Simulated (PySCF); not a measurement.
Job file and geometry (Å, from PBE0-D3(BJ)/def2-SVP) of an NMR shielding run on SMILES CC(C)(C)PP, C4H12P2, GIAO PBE/pcSseg-1 NMR shielding, non-relativistic, gas phase in PySCF; density fitting, a coarse starting grid and PySCF grid level 2 are the driver's defaults:

```
$ OMP_NUM_THREADS=1 python probes_run.py task.json out

{"job": {"kind": "nmr", "xc": "PBE", "basis": "pcSseg-1", "pop": false}, "charge": 0, "multiplicity": 1}
C      0.556695    -1.310369    -0.604607
C     -0.049534    -0.194038     0.239254
C     -1.368940    -0.660706     0.859248
C     -0.285197     1.052412    -0.614834
P      1.044133     0.326541     1.697476
P      2.953372     0.788762     0.622974
H     -0.118435    -1.563255    -1.440455
H      1.526607    -1.015928    -1.033751
H      0.710427    -2.224267    -0.009600
H     -2.079532    -0.946135     0.064941
H     -1.223676    -1.540604     1.506259
H     -1.836560     0.131869     1.463996
H     -0.691115     1.884419    -0.017505
H      0.646217     1.396111    -1.095073
H     -1.006869     0.831145    -1.418787
H      1.473483    -0.990151     2.059642
H      3.746567     0.611616     1.798188
H      2.866031     2.202672     0.814150
```

Task: Write the output of this run.

Result: 
```
coarse grid: 15032 points
cycle   1  E = -841.6146424073  dE =  1.056e-01  |g| = 5.748e-01  |ddm| = 3.631e+00
cycle   2  E = -841.4422880333  dE =  1.724e-01  |g| = 9.668e-01  |ddm| = 1.562e+00
cycle   3  E = -841.7007170767  dE = -2.584e-01  |g| = 1.404e-01  |ddm| = 1.155e+00
cycle   4  E = -841.7057946681  dE = -5.078e-03  |g| = 4.376e-02  |ddm| = 2.268e-01
cycle   5  E = -841.7062232511  dE = -4.286e-04  |g| = 7.234e-03  |ddm| = 4.087e-02
cycle   6  E = -841.7062363165  dE = -1.307e-05  |g| = 3.160e-03  |ddm| = 1.666e-02
cycle   7  E = -841.7062387485  dE = -2.432e-06  |g| = 1.140e-03  |ddm| = 6.341e-03
final grid: 133152 points
cycle   8  E = -841.7577898193  dE = -3.996e-05  |g| = 1.414e-02  |ddm| = 4.654e-02
cycle   9  E = -841.7576616579  dE =  1.282e-04  |g| = 2.561e-02  |ddm| = 4.001e-02
cycle  10  E = -841.7578406645  dE = -1.790e-04  |g| = 2.832e-03  |ddm| = 3.046e-02
cycle  11  E = -841.7578428676  dE = -2.203e-06  |g| = 4.536e-04  |ddm| = 3.857e-03
cycle  12  E = -841.7578429161  dE = -4.849e-08  |g| = 7.565e-05  |ddm| = 5.800e-04
cycle  13  E = -841.7578429178  dE = -1.695e-09  |g| = 2.267e-05  |ddm| = 1.615e-04
cycle  14  E = -841.7578429179  dE = -1.451e-10  |g| = 8.581e-06  |ddm| = 4.509e-05
converged SCF energy = -841.7578429179

GIAO shielding tensors (ppm)
atom      isotropic    diamagn.    paramagn.     s11        s22        s33       span
  0 C      145.694     247.265    -101.571    119.541    139.250    178.292     58.750
  1 C      147.276     247.176     -99.901    141.973    145.360    154.494     12.521
  2 C      146.720     246.904    -100.185    128.010    131.719    180.430     52.421
  3 C      150.931     248.371     -97.440    135.878    138.259    178.657     42.779
  4 P      357.553     967.237    -609.683    262.429    315.568    494.662    232.233
  5 P      505.558     966.615    -461.057    430.377    514.292    572.003    141.626
  6 H       30.129      30.791      -0.662     26.281     27.660     36.447     10.166
  7 H       28.676      30.434      -1.758     23.770     29.424     32.833      9.063
  8 H       30.298      31.172      -0.874     26.711     27.793     36.391      9.680
  9 H       29.964      30.415      -0.451     26.247     27.292     36.351     10.104
 10 H       30.095      30.631      -0.536     26.264     27.834     36.186      9.921
 11 H       29.885      30.187      -0.302     26.226     27.634     35.796      9.570
 12 H       30.247      31.001      -0.753     26.586     27.593     36.563      9.978
 13 H       30.128      31.490      -1.363     25.217     30.268     34.898      9.681
 14 H       30.384      31.092      -0.708     26.872     27.669     36.611      9.739
 15 H       28.044      31.037      -2.993     23.414     27.641     33.078      9.664
 16 H       28.571      28.243       0.328     23.627     25.964     36.120     12.493
 17 H       28.783      28.878      -0.095     23.543     26.484     36.321     12.778
```

Size and cost of the density-fitted run: 176 basis functions.
